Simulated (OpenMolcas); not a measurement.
# A workflow on SO2 (SMILES O=S=O)

We compute a single-point energy (UHF/STO-3G), then a single-point energy (CASSCF(2,2)/STO-3G), then the energy (CASPT2(2,2)/STO-3G), then the energy (SC-NEVPT2(2,2)/STO-3G), then a single-point energy (MRCI(2,2)/STO-3G) of SO2. 

Program for the calculation: OpenMolcas 26.06.

1 further run of the same task is left out (it didn't finish).

**1. The molecule**

SO2: 3 atoms, total charge 0, spin state singlet. SMILES: `O=S=O`. The coordinates come from a GFN2-xTB relaxation.

Bond lengths: O1–S2 1.434 Å, S2–O3 1.434 Å. Angles: O1–S2–O3 116.4°.

**2. A single-point energy at UHF/STO-3G (run 1)**

Contents of step1.input:

```
>>> EXPORT MOLCAS_PRINT=2

&GATEWAY
 BasLib = $CurrDir
 Coord
 3
 angstrom
 O       -0.970250       0.629650      -0.459050
 S        0.280030       0.371410       0.194090
 O        0.690220      -1.001060       0.264960
 Basis = STO-3G
 Group = NoSym

&SEWARD

&SCF
 UHF
 Scramble = 0.25
 PrOrbitals = 1 1
```

The basis set STO-3G is read from a file made from the Basis Set Exchange's data (not shown).

Launch:

```bash
$ export MOLCAS_MEM=1860
$ pymolcas step1.input > step1.log
```

Log:

```text
--- Start Module: gateway ---
[...]
--- Stop Module: gateway /rc=_RC_ALL_IS_WELL_ ---
--- Start Module: seward ---
[...]
      Basis functions           19
--- Stop Module: seward /rc=_RC_ALL_IS_WELL_ ---
--- Start Module: scf ---
[...]
       Convergence after  33 Iterations
[...]
::    Total SCF energy                               -540.6838955391
[...]
      Total spin, S                                     0.5618550836
[...]
      Total electronic charge=   32.000000
      Total            charge=   -0.000000
[...]
      Dipole Moment (debye):
      Origin of the operator (angstrom)=    0.0699    0.0928    0.0485
                   X=  4.0434E-01               Y=  5.3586E-01               Z=  2.8013E-01           Total=  7.2740E-01
      Quadrupole Moment (debye*angstrom):
[...]
--- Stop Module: scf /rc=_RC_ALL_IS_WELL_ ---
[...]
```

Run time: 2.1 s. Hardware: 1 thread of Intel Xeon Platinum 8488C (Sapphire Rapids), shared host; peak memory 0.37 GiB.

**3. A single-point energy at CASSCF(2,2)/STO-3G (run 2)**

Contents of step2.inp:

```
&gateway
  baslib = $CurrDir
  coord
  3
  angstrom
  O       -0.970250       0.629650      -0.459050
  S        0.280030       0.371410       0.194090
  O        0.690220      -1.001060       0.264960
  basis = STO-3G
  group = NoSym

&seward

&rasscf
  fileorb = $CurrDir/step1.UnaOrb
  spin = 1
  nactel = 2 0 0
  inactive = 15
  ras2 = 2
  orblisting = Nothing
  orbappear = Compact
```

The basis set STO-3G is read from a file made from the Basis Set Exchange's data (not shown).

Launch:

```bash
$ export MOLCAS_MEM=1860
$ pymolcas step2.inp > step2.log
```

Log:

```text
--- Start Module: gateway ---
[...]
--- Stop Module: gateway /rc=_RC_ALL_IS_WELL_ ---
--- Start Module: seward ---
[...]
      Basis functions           19
--- Stop Module: seward /rc=_RC_ALL_IS_WELL_ ---
--- Start Module: rasscf ---
[...]
      Number of active orbitals                  2
[...]
      Spin quantum number                      0.0
[...]
      Active orbitals                            2
[...]
      Number of CSFs                             3
[...]
      Number of root(s) required                 1
[...]
      Convergence after  9 iterations
[...]
      printout of CI-coefficients larger than  0.05 for root  1
      energy=    -540.704891
      conf/sym  11     Coeff  Weight
             1  20  -0.89901 0.80822
             3  02   0.43793 0.19178
      Natural orbitals and occupation numbers for root  1
      sym 1:   1.616432   0.383568
      ************************************************************************************************************************
      *                                                    Final results                                                     *
[...]
::    RASSCF root number  1 Total energy:   -540.70489134
[...]
      Total electronic charge=   32.000000
      Total            charge=   -0.000000
[...]
      Dipole Moment (debye):
      Origin of the operator (angstrom)=    0.0699    0.0928    0.0485
                   X=  5.2763E-01               Y=  6.9942E-01               Z=  3.6564E-01           Total=  9.4935E-01
      Quadrupole Moment (debye*angstrom):
[...]
--- Stop Module: rasscf /rc=_RC_ALL_IS_WELL_ ---
[...]
```

It took 1.7 s on 1 thread of Intel Xeon Platinum 8488C (Sapphire Rapids), shared host; peak memory 0.37 GiB.

**4. A single-point energy at CASPT2(2,2)/STO-3G (run 3)**

Contents of step3.inp:

```
&gateway
 baslib=$CurrDir
 coord
 3
 angstrom
 O       -0.970250       0.629650      -0.459050
 S        0.280030       0.371410       0.194090
 O        0.690220      -1.001060       0.264960
 basis=STO-3G
 group=NoSym

&seward

&rasscf
 fileorb=$CurrDir/step2.RasOrb
 spin=1
 nactel=2 0 0
 inactive=15
 ras2=2
 orblisting=Nothing
 orbappear=Compact

&caspt2
 imaginary=0.1
 frozen=7
```

The basis set STO-3G is read from a file made from the Basis Set Exchange's data (not shown).

Launch:

```bash
$ export MOLCAS_MEM=1860
$ pymolcas step3.inp > step3.log
```

Log:

```text
--- Start Module: gateway ---
[...]
--- Stop Module: gateway /rc=_RC_ALL_IS_WELL_ ---
[...]
      Basis functions           19
[...]
--- Start Module: rasscf ---
[...]
      Number of active orbitals                  2
[...]
      Spin quantum number                      0.0
[...]
      Active orbitals                            2
[...]
      Number of CSFs                             3
[...]
      Number of root(s) required                 1
[...]
      Convergence after  4 iterations
[...]
      printout of CI-coefficients larger than  0.05 for root  1
      energy=    -540.704891
      conf/sym  11     Coeff  Weight
             1  20  -0.89901 0.80822
             3  02   0.43793 0.19178
      Natural orbitals and occupation numbers for root  1
      sym 1:   1.616431   0.383569
      ************************************************************************************************************************
      *                                                    Final results                                                     *
[...]
::    RASSCF root number  1 Total energy:   -540.70489134
[...]
      Total electronic charge=   32.000000
      Total            charge=   -0.000000
[...]
      Dipole Moment (debye):
      Origin of the operator (angstrom)=    0.0699    0.0928    0.0485
                   X=  5.2764E-01               Y=  6.9943E-01               Z=  3.6565E-01           Total=  9.4937E-01
      Quadrupole Moment (debye*angstrom):
[...]
--- Stop Module: rasscf /rc=_RC_ALL_IS_WELL_ ---
--- Start Module: caspt2 ---
[...]
      E2 (Variational):          -0.0855149635
      Total energy:            -540.7904063003
[...]
      Reference weight:           0.95479
[...]
::    CASPT2 Root  1     Total energy:   -540.79040630
[...]
--- Stop Module: caspt2 /rc=_RC_ALL_IS_WELL_ ---
[...]
```

It took 1.6 s on 1 thread of Intel Xeon Platinum 8488C (Sapphire Rapids), shared host; peak memory 0.37 GiB.

**5. A single-point energy at SC-NEVPT2(2,2)/STO-3G (run 4)**

Contents of step4.inp:

```
>>> EXPORT MOLCAS_PRINT=2

&GATEWAY
  BASLIB = $CurrDir
  COORD
  3
  angstrom
  O       -0.970250       0.629650      -0.459050
  S        0.280030       0.371410       0.194090
  O        0.690220      -1.001060       0.264960
  BASIS = STO-3G
  GROUP = NoSym

&SEWARD

&RASSCF
  FILEORB = $CurrDir/step2.RasOrb
  SPIN = 1
  NACTEL = 2 0 0
  INACTIVE = 15
  RAS2 = 2
  ORBLISTING = Nothing
  ORBAPPEAR = Compact

&CASPT2
  SC-NEVPT2
  FROZEN = 7
```

The basis set STO-3G is read from a file made from the Basis Set Exchange's data (not shown).

Launch:

```bash
$ export MOLCAS_MEM=1860
$ pymolcas step4.inp > step4.log
```

Log:

```text
--- Start Module: gateway ---
[...]
--- Stop Module: gateway /rc=_RC_ALL_IS_WELL_ ---
[...]
      Basis functions           19
[...]
--- Start Module: rasscf ---
[...]
      Number of active orbitals                  2
[...]
      Spin quantum number                      0.0
[...]
      Active orbitals                            2
[...]
      Number of CSFs                             3
[...]
      Number of root(s) required                 1
[...]
      Convergence after  4 iterations
[...]
      printout of CI-coefficients larger than  0.05 for root  1
      energy=    -540.704891
      conf/sym  11     Coeff  Weight
             1  20  -0.89901 0.80822
             3  02   0.43793 0.19178
      Natural orbitals and occupation numbers for root  1
      sym 1:   1.616431   0.383569
      ************************************************************************************************************************
      *                                                    Final results                                                     *
[...]
::    RASSCF root number  1 Total energy:   -540.70489134
[...]
      Total electronic charge=   32.000000
      Total            charge=   -0.000000
[...]
      Dipole Moment (debye):
      Origin of the operator (angstrom)=    0.0699    0.0928    0.0485
                   X=  5.2764E-01               Y=  6.9943E-01               Z=  3.6565E-01           Total=  9.4937E-01
      Quadrupole Moment (debye*angstrom):
[...]
--- Stop Module: rasscf /rc=_RC_ALL_IS_WELL_ ---
--- Start Module: caspt2 ---
[...]
      E2 (Variational):          -0.0789241482
[...]
      E2 (Variational):          -0.0787949217
      Total energy:            -540.7836862585
[...]
      Reference weight:           0.96261
[...]
::    SC-NEVPT2 Root  1     Total energy:   -540.78368626
[...]
--- Stop Module: caspt2 /rc=_RC_ALL_IS_WELL_ ---
[...]
```

Run time: 1.7 s. Hardware: 1 thread of Intel Xeon Platinum 8488C (Sapphire Rapids), shared host; peak memory 0.37 GiB.

**6. A single-point energy at MRCI(2,2)/STO-3G (run 5)**

Contents of step5.inp:

```
* O2S MRCI
>>> EXPORT MOLCAS_PRINT=2

&GATEWAY
 BasLib
 $CurrDir
 Coord
 3
 angstrom
 O       -0.970250       0.629650      -0.459050
 S        0.280030       0.371410       0.194090
 O        0.690220      -1.001060       0.264960
 Basis
 STO-3G
 Group
 NoSym

&SEWARD

&RASSCF
 FileOrb
 $CurrDir/step2.RasOrb
 Spin
 1
 Nactel
 2 0 0
 Inactive
 15
 Ras2
 2
 OrbListing
 Nothing
 OrbAppear
 Compact

&MOTRA
 LumOrb
 Frozen
 7

&GUGA
 Electrons
 18
 Spin
 1
 Inactive
 8
 Active
 2
 CIAll
 1

&MRCI
 SDCI
```

The basis set STO-3G is read from a file made from the Basis Set Exchange's data (not shown).

Launch:

```bash
$ export MOLCAS_MEM=1860
$ pymolcas step5.inp > step5.log
```

Log:

```text
--- Start Module: gateway ---
[...]
--- Stop Module: gateway /rc=_RC_ALL_IS_WELL_ ---
[...]
      Basis functions           19
[...]
      Number of active orbitals                  2
[...]
      Spin quantum number                      0.0
[...]
      Active orbitals                            2
[...]
      Number of CSFs                             3
[...]
      Number of root(s) required                 1
[...]
      Convergence after  4 iterations
[...]
      printout of CI-coefficients larger than  0.05 for root  1
      energy=    -540.704891
      conf/sym  11     Coeff  Weight
             1  20  -0.89901 0.80822
             3  02   0.43793 0.19178
      Natural orbitals and occupation numbers for root  1
      sym 1:   1.616431   0.383569
      ************************************************************************************************************************
      *                                                    Final results                                                     *
[...]
::    RASSCF root number  1 Total energy:   -540.70489134
[...]
      Dipole Moment (debye):
      Origin of the operator (angstrom)=    0.0699    0.0928    0.0485
                   X=  5.2764E-01               Y=  6.9943E-01               Z=  3.6565E-01           Total=  9.4937E-01
      Quadrupole Moment (debye*angstrom):
[...]
--- Start Module: guga ---
[...]
--- Stop Module: guga /rc=_RC_ALL_IS_WELL_ ---
[...]
       (But an ACPF correction will be computed)
       USE THE DEFAULT ACPF G-VALUE GFAC=  0.11111111111111110
[...]
                      CI ENERGY:  -540.81031071
[...]
                ACPF CORRECTION:    -0.00844589
[...]
      Total electronic charge=   32.000000
      Total            charge=   -0.000000
[...]
     ACPF CORRECTION:     -0.00844589
[...]
  CI State   1     Total energy:   -540.81031071     QDav:     -0.00959774     QACPF:     -0.00844589
[...]
```

Wall time 1.8 s (1 thread of Intel Xeon Platinum 8488C (Sapphire Rapids), shared host); peak memory 0.37 GiB.

**7. Outcome**

| quantity | value |
| --- | --- |
| run 1, UHF/STO-3G: total energy | -540.68390 Eh |
| run 1, UHF/STO-3G: dipole moment | 0.73 D |
| run 1, UHF/STO-3G: HOMO energy | -8.88 eV |
| run 1, UHF/STO-3G: LUMO energy | 8.65 eV |
| run 1, UHF/STO-3G: HOMO–LUMO gap | 17.53 eV |
| run 1, UHF/STO-3G: ⟨S²⟩ | 0.878 |
| run 2, CASSCF(2,2)/STO-3G: total energy | -540.70489 Eh |
| run 2, CASSCF(2,2)/STO-3G: dipole moment (CASSCF density) | 0.95 D |
| run 3, CASPT2(2,2)/STO-3G: total energy | -540.79041 Eh |
| run 3, CASPT2(2,2)/STO-3G: dipole moment (CASSCF density) | 0.95 D |
| run 4, SC-NEVPT2(2,2)/STO-3G: total energy | -540.78369 Eh |
| run 4, SC-NEVPT2(2,2)/STO-3G: dipole moment (CASSCF density) | 0.95 D |
| run 5, MRCI(2,2)/STO-3G: total energy | -540.81031 Eh |
| run 5, MRCI(2,2)/STO-3G: dipole moment (CASSCF density) | 0.95 D |

**Reading.** ⟨S²⟩ (run 1, UHF/STO-3G) is 0.88 where a pure singlet has 0.00: the reference is spin-contaminated. Mulliken charges (run 2, CASSCF(2,2)/STO-3G) run from -0.35 on O1 to +0.70 on S2; they depend strongly on the basis.
